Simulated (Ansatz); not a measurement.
Telling isomers of C2H2F2 apart by their spectra

These gas-phase data were calculated for one isomer of C2H2F2 at r2SCAN-D4/def2-SVP (harmonic, unscaled wavenumbers; equilibrium rotational constants with average atomic masses):

| Property | Result |
| --- | --- |
| rotational constants | 21.37, 5.838, 4.585 GHz |
| all wavenumbers above 1500 cm⁻¹ | 3229, 3207, 1776 |

Candidates:

(1) `F/C=C\F`, a singlet
(2) `C=C(F)F`, a singlet
(3) `F/C=C/F`, a singlet

Task: Assign the data to one candidate and say why. Where the bands don't settle it, estimate the moments of inertia from typical bond lengths.

Result: Candidate (1). The rotational constants decide: (2) would give 11, 10.38, 5.34 GHz; (3) would give 57.28, 4.014, 3.751 GHz.

The same quantities for all candidates:

```
     rotational constants (GHz)  wavenumbers above 1500 cm⁻¹  E above the lowest, r2SCAN-D4/def2-SVP (kcal/mol)
(1)         21.37, 5.838, 4.585             3229, 3207, 1776                                               12.6
(2)             11, 10.38, 5.34             3320, 3201, 1788                                                0.0
(3)         57.28, 4.014, 3.751             3215, 3207, 1763                                               12.8
```

Programs: Ansatz 0.2.0.
